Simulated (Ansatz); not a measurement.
# HCl with H2O2: structure and interaction energy

Aim: relax the pair, then compute its interaction energy with counterpoise at many levels, up to CCSD(T).

The runs use Ansatz 0.2.0, Gaussian basis; PBE0-D4 structure, single points in def2-TZVPPD.

Levels: PBE-D4, revPBE-D4, BLYP-D4, r2SCAN-D4, B97M-V, PBE0-D4, B3LYP-D4, HSE06-D4, wB97X-V, wB97M-V, B2PLYP, Hartree-Fock, MP2, CCSD, CCSD(T). The reference is CCSD(T) extrapolated to the basis limit.

Cores are frozen in the correlated methods. B3LYP uses VWN-RPA correlation. B2PLYP carries no dispersion term here.

176 further runs of the same task are left out: 176 set aside as unsound or not needed.

### 1 The starting structure

The pair, from a GFN2-xTB docking trial: 6 atoms, charge 0, spin multiplicity 1.

Atoms are counted from 1 here; the program's logs count them from 0.

Bond lengths: Cl1–H2 1.292 Å, O3–O4 1.423 Å, O3–H5 0.967 Å, O4–H6 0.967 Å. Angles: O4–O3–H5 102.1°, O3–O4–H6 102.4°.

Geometry (Å):

```mol
ClH3O2
  3D, bonds by distance, orders not assigned

  6  4  0  0  0  0  0  0  0  0999 V2000
    0.0141    0.8851   -2.3363 Cl  0  0
   -0.0742    0.2220   -1.2304 H   0  0
   -0.3771   -0.6076    0.3953 O   0  0
    0.4095    0.1231    1.3286 O   0  0
   -1.2762   -0.4327    0.7061 H   0  0
    1.3039   -0.1900    1.1368 H   0  0
  1  2  8  0
  3  4  8  0
  3  5  8  0
  4  6  8  0
M  END
```

Atoms 1 to 2 are fragment A (HCl), the rest fragment B (H2O2).

### 2 A first relaxation in a small basis

Contents of pre/in.yaml:

```yaml
crystal:
  periodic: [false, false, false]
  atoms:
    - {symbol: Cl, position_ang: [0.014100, 0.885100, -2.336300]}
    - {symbol: H, position_ang: [-0.074200, 0.222000, -1.230400]}
    - {symbol: O, position_ang: [-0.377100, -0.607600, 0.395300]}
    - {symbol: O, position_ang: [0.409500, 0.123100, 1.328600]}
    - {symbol: H, position_ang: [-1.276200, -0.432700, 0.706100]}
    - {symbol: H, position_ang: [1.303900, -0.190000, 1.136800]}
basis:
  gaussian: {orbitals: def2-SVP}
hamiltonian: {xc: pbe, dispersion: d4}
relax: {f_tol: 0.03, max_steps: 250}
```

The run is started by

```sh
$ ansatz run in.yaml --threads 2 --pin off --events-out ev --progress --plain --max-ram 5222MiB
```

The runs that follow: Relaxation at PBE0-D4; PBE-D4/def2-TZVPPD; r2SCAN-D4/def2-TZVPPD; PBE0-D4/def2-TZVPPD; B3LYP-D4/def2-TZVPPD; wB97X-V/def2-TZVPPD; wB97M-V/def2-TZVPPD; B2PLYP/def2-TZVPPD; BLYP-D4/def2-TZVPPD; revPBE-D4/def2-TZVPPD; B97M-V/def2-TZVPPD; HSE06-D4/def2-TZVPPD; CCSD(T)/def2-TZVPPD; MP2/def2-QZVPPD; Hartree-Fock/STO-3G; PBE-D4/STO-3G; B3LYP-D4/6-31G; SPW92/def2-SVP; PBE-D4/def2-SVP; PBE0-D4/def2-SVP; wB97M-V/def2-SVP; CCSD(T)/def2-SVP; Vibrations of the pair.

Q: Predict the outcome of this session. Wanted: interaction energy, CCSD(T)/CBS; of it Hartree-Fock; D4 term of PBE0-D4; shortest contact; lowest wavenumber.

The runs gave:

| quantity | value |
| --- | --- |
| interaction energy, CCSD(T)/CBS | -18.58 kJ/mol |
| of it Hartree-Fock (basis limit) | -8.87 kJ/mol |
| D4 term of PBE0-D4 | -2.40 kJ/mol |
| shortest contact | H2–O3 1.89 Å |
| lowest wavenumber | 55 cm⁻¹ |

What this shows: The pair is bound by 18.58 kJ/mol at fixed fragment shapes. Hartree-Fock gives 48 % of it, so electrostatics and correlation both count. wB97M-V is the best functional here (-0.11 kJ/mol from CCSD(T)/CBS); PBE-D4 is the worst (-3.90 kJ/mol). By rung, the mean size of the error is: GGA 1.77, meta-GGA 2.50, hybrid 2.01, screened hybrid 2.64, range-separated hybrid 0.26, double hybrid 1.39 kJ/mol. PBE-D4 gives an interaction energy 3.90 kJ/mol too low, an error of 21 % of the reference. CCSD(T) moves by -2.13 kJ/mol from triple zeta to the limit; gaps between functionals far smaller than that don't rank them. A lower arrangement may exist.
